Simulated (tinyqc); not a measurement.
Born-Oppenheimer dynamics on the UHF/sto-3g surface (energies and gradients from PySCF), for BH, spin multiplicity 3, step by step. Computed by tinyqc, a small Python program that keeps every step (integrals from PySCF). Settings: charge = 0, multiplicity = 3, basis = sto-3g, time step (fs) = 0.5, steps = 16. Command: `OMP_NUM_THREADS=1 python tinyqc.py 27403 27404 out.jsonl` (the two numbers bound the seeds that draw the settings). One thread of a shared host (Intel(R) Xeon(R) Processor @ 2.60GHz), about 1 s of CPU time with the checks.

## Velocity Verlet step 1

positions (bohr):
```
         x       y       z
1B  0.0000  0.0000  0.0000
2H  0.0000  0.0000  2.0976
```

velocities (bohr per atomic time unit):
```
             x           y           z
1B  -0.0000389  -0.0000368  -0.0000586
2H   0.0004251   0.0004022   0.0006404
```

gradient (hartree/bohr):
```
           x         y          z
1B  0.000000  0.000000   0.034592
2H  0.000000  0.000000  -0.034592
```

masses (electron masses): 1B 20068.7353, 2H 1837.1526

gradient after step 1 (hartree/bohr):
```
            x          y          z
1B   0.000119   0.000113   0.026338
2H  -0.000119  -0.000113  -0.026338
```

dt = 0.5 fs = 20.6707 atomic units; x' = x + v dt - g dt^2 / (2m); after the new gradient g', v' = v - (g + g') dt / (2m).

positions after step 1 (bohr):
```
          x        y        z
1B  -0.0008  -0.0008  -0.0016
2H   0.0088   0.0083   2.1149
```

velocities after step 1 (bohr per atomic time unit):
```
             x           y           z
1B  -0.0000390  -0.0000369  -0.0000900
2H   0.0004258   0.0004028   0.0009832
```

## Velocity Verlet step 2

gradient after step 2 (hartree/bohr):
```
            x          y          z
1B   0.000141   0.000133   0.015692
2H  -0.000141  -0.000133  -0.015692
```

As before.

positions after step 2 (bohr):
```
          x        y        z
1B  -0.0016  -0.0015  -0.0037
2H   0.0176   0.0167   2.1382
```

velocities after step 2 (bohr per atomic time unit):
```
             x           y           z
1B  -0.0000391  -0.0000370  -0.0001116
2H   0.0004272   0.0004042   0.0012196
```

## Energy conservation

The total energy should stay constant up to terms of order dt^2; the step counts as short enough if it moves by less than 2 % of the largest kinetic energy.

Trajectory:

| time (fs) | 1B-2H (angstrom) | potential (hartree) | kinetic (hartree) | total (hartree) |
|---|---|---|---|---|
| 0.0000 | 1.1100 | -24.750024 | 0.000755 | -24.749270 |
| 0.5000 | 1.1200 | -24.750599 | 0.001314 | -24.749285 |
| 1.0000 | 1.1336 | -24.751136 | 0.001838 | -24.749298 |
| 1.5000 | 1.1493 | -24.751429 | 0.002125 | -24.749304 |
| 2.0000 | 1.1656 | -24.751382 | 0.002081 | -24.749301 |
| 2.5000 | 1.1810 | -24.751031 | 0.001739 | -24.749292 |
| 3.0000 | 1.1942 | -24.750511 | 0.001230 | -24.749281 |
| 3.5000 | 1.2040 | -24.749995 | 0.000724 | -24.749270 |
| 4.0000 | 1.2099 | -24.749642 | 0.000379 | -24.749264 |
| 4.5000 | 1.2112 | -24.749557 | 0.000295 | -24.749262 |
| 5.0000 | 1.2079 | -24.749764 | 0.000498 | -24.749266 |
| 5.5000 | 1.2003 | -24.750202 | 0.000928 | -24.749274 |
| 6.0000 | 1.1889 | -24.750741 | 0.001456 | -24.749285 |
| 6.5000 | 1.1747 | -24.751210 | 0.001914 | -24.749296 |
| 7.0000 | 1.1587 | -24.751444 | 0.002141 | -24.749303 |
| 7.5000 | 1.1424 | -24.751344 | 0.002041 | -24.749302 |
| 8.0000 | 1.1275 | -24.750928 | 0.001635 | -24.749293 |

The total energy moves within 4.1e-05 hartree, under 2 % of the largest kinetic energy.
